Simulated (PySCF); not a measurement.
Species: boronic acid, BH3O2.
Atom-mapped SMILES: `[OH:1][BH:2][OH:3]` (hydrogens: H4 on O1; H5 on B2; H6 on O3)

Computed with PySCF at wB97X-D/pcSseg-2, non-relativistic, on one gas-phase PBE0-D3(BJ)/def2-TZVP geometry that isn't relaxed in the solvent. The solvent is an IEF-PCM continuum (van der Waals radii × 1.2). Specific hydrogen bonds and non-electrostatic terms are outside this model.

Gas phase at wB97X-D/pcSseg-2: HOMO -11.56 eV, LUMO 1.74 eV, dipole 2.84 D.

What does the continuum do to the energy, the frontier levels and the dipole at wB97X-D/pcSseg-2 in chloroform?

```json
{"solvent": "chloroform", "ε": "4.711", "E(solvent) − E(gas) (kcal/mol)": "-5.88", "polarisation term (kcal/mol)": "-6.60", "distortion of the solute (kcal/mol)": "0.72", "HOMO (eV)": "-11.47", "LUMO (eV)": "2.38", "dipole (D)": "3.34"}
```

The first energy column is the sum of the next two and covers electrostatics alone.

Which radius a makes the point-dipole formula ΔE = −[(ε − 1)/(2ε + 1)]·μ²/a³ give the value in chloroform, with the gas-phase dipole?

μ = 1.118 au and |ΔE| = 0.00938 Eh give a = 1.92 Å; the farthest nucleus lies 1.73 Å from the centroid of the nuclei. The formula assumes a rigid point dipole at the centre of a sphere.

Conformer computed: `[OH:1][BH:2][OH:3]`: H–O1–B2–O3 0°, H–O3–B2–O1 0°.

The pairwise dispersion term of wB97X-D wasn't added to the energies; at a given geometry it leaves orbitals and properties as they are.
